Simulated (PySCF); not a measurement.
AlH was optimised in PySCF in the def2-TZVP basis family (density fitting, no spin–orbit coupling) with several functionals.

One of them gave a singlet of C∞v symmetry with a mean bond of 1.680 Å to Al, wavenumbers 1589 cm⁻¹ and a HOMO–LUMO gap of 2.36 eV.

Task: Which level of theory was it?
A. B3LYP
B. PBE0
C. PBE

Result: C. That is PBE, with Al–H 1.680 Å. The others give B3LYP 1.662 Å and 1641 cm⁻¹ for the highest mode; PBE0 1.665 Å and 1649 cm⁻¹ for the highest mode.

Each species is the lowest minimum found with this bonding; other isomers or fragments can lie lower.
